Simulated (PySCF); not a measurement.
# Reproducing measurements on hydrogen isocyanide

**The experiment to reproduce.**

NIST CCCBDB Release 22 (SRD 101), experimental dipoles lists, for the gas: dipole moment (microwave Stark effect, vibrational ground state) 3.05 ± 0.1 D.

The results are set against them at the end.

Compound: hydrogen isocyanide, CHN.
SMILES with atom numbers: `[C-:1]#[NH+:2]` (hydrogens: H3 on N2)

Geometry (PBE0-D3(BJ)/def2-SVP, Å), atoms numbered from 1 in this order:
```xyz
3
CHN angstrom
C      0.8313    0.7925   -0.1602
N     -0.0477    0.0352    0.0011
H     -0.8001   -0.6145    0.1393
```

The PySCF runs (gas phase, on this PBE0-D3(BJ)/def2-SVP geometry; no spin–orbit coupling):

| level | job | basis functions | wall time |
| --- | --- | --- | --- |
| KT2/pcSseg-2 | shieldings | 86 | 1.6 s |
| wB97X-D/def2-SVPD | 10 singlets by full TDDFT, 4 Tamm–Dancoff triplets, polarisability, ΔSCF ions | 48 | 1.6 s |
| BHandHLYP/def2-SVPD | 10 singlets by full TDDFT, 4 Tamm–Dancoff triplets, polarisability, ΔSCF ions | 48 | 1.5 s |
| PBE0/def2-SVPD | 10 singlets by full TDDFT, 4 Tamm–Dancoff triplets, polarisability, ΔSCF ions | 48 | 1.4 s |
| PBE0/6-31G* | 10 singlets by full TDDFT, 4 Tamm–Dancoff triplets, polarisability | 30 | 0.6 s |
| PBE0/def2-SVP | 10 singlets by full TDDFT, 4 Tamm–Dancoff triplets, polarisability | 33 | 0.6 s |
| B3LYP/6-31G-J | spin–spin couplings from 3 perturbed nuclei | 28 | 0.58 s |
| B3LYP/aug-cc-pVTZ-J | spin–spin couplings from 3 perturbed nuclei | 112 | 1.7 s |
| B3LYP/pcJ-0 | spin–spin couplings from 3 perturbed nuclei | 29 | 0.55 s |
| PBE/pcJ-1 | spin–spin couplings from 3 perturbed nuclei | 64 | 1.1 s |
| PBE0/pcJ-1 | spin–spin couplings from 3 perturbed nuclei | 64 | 0.89 s |
| B3LYP/def2-TZVP | spin–spin couplings from 3 perturbed nuclei | 68 | 1.0 s |

Hardware: one thread, Arm Neoverse V1 (aarch64), on a shared host.

All basis functions are spherical.

Results beside the measurements:

**Dipole moment.** Measured: 3.05 D (NIST CCCBDB Release 22 (SRD 101), experimental dipoles).

```csv
level,computed (D),computed − measured (D),% (from the printed values)
KT2/pcSseg-2,2.96,-0.09,-3
wB97X-D/def2-SVPD,3.11,+0.06,+2
BHandHLYP/def2-SVPD,3.03,-0.02,-1
PBE0/def2-SVPD,3.11,+0.06,+2
PBE0/6-31G*,2.98,-0.07,-2
PBE0/def2-SVP,3.14,+0.09,+3
B3LYP/6-31G-J,2.98,-0.07,-2
B3LYP/aug-cc-pVTZ-J,3.05,0.00,0
B3LYP/pcJ-0,2.53,-0.52,-17
PBE/pcJ-1,3.02,-0.03,-1
PBE0/pcJ-1,2.98,-0.07,-2
B3LYP/def2-TZVP,3.08,+0.03,+1
```

12 of the 37 levels run are shown, the closest and the furthest among them. Closest is B3LYP/aug-cc-pVTZ-J (0.00 D), furthest B3LYP/pcJ-0 (-0.52 D); one molecule doesn't rank methods. The computed dipoles belong to one fixed geometry; measured ones are averaged over vibrations unless marked μe. Magnitudes are compared, not signs.

No measured geometry was used, and the causes of the misses weren't examined.
